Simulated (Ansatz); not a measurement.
`F[Si]S` and `N[Si]F` differ in one atom or group.

Ansatz, PBE0-D4/def2-TZVP geometries, multiplicity 1. Each molecule was computed in one conformer, which needn't be the lowest.

```tsv
property	`F[Si]S`
size of the dipole moment (ωB97M-V/def2-TZVPP) / D	0.08
HOMO–LUMO gap (B3LYP/def2-TZVPP) / eV	4.82
HOMO energy (B3LYP/def2-TZVPP) / eV	-7.18
vertical ionisation energy (CCSD(T)/CBS(def2)) / eV	9.86
zero-point energy (PBE0-D4/def2-TZVP) / kJ/mol	31.5
HOMO energy (ωB97M-V/def2-TZVPP) / eV	-9.42
```

Question: Give the same properties after the change, and the shifts. (An estimate is asked.)

Answer: The calculation gave: 
```csv
property,`N[Si]F`,shift
size of the dipole moment (ωB97M-V/def2-TZVPP) / D,2.33,2.25
HOMO–LUMO gap (B3LYP/def2-TZVPP) / eV,5.68,0.86
HOMO energy (B3LYP/def2-TZVPP) / eV,-6.98,0.20
vertical ionisation energy (CCSD(T)/CBS(def2)) / eV,9.85,-0.01
zero-point energy (PBE0-D4/def2-TZVP) / kJ/mol,75.2,43.7
HOMO energy (ωB97M-V/def2-TZVPP) / eV,-9.32,0.10
```

With PBE0 the HOMO rises by 0.22 eV and the LUMO rises by 1.08 eV, so the gap widens by about 0.86 eV. PBE moves the HOMO by 0.26 eV and ωB97M-V by 0.10 eV. The zero-point energy changes by 43.7 kJ/mol with +3 modes. Dipoles are sizes alone; their direction can turn.

B3LYP here is the variant with VWN-RPA as its local correlation; programs differ in this.
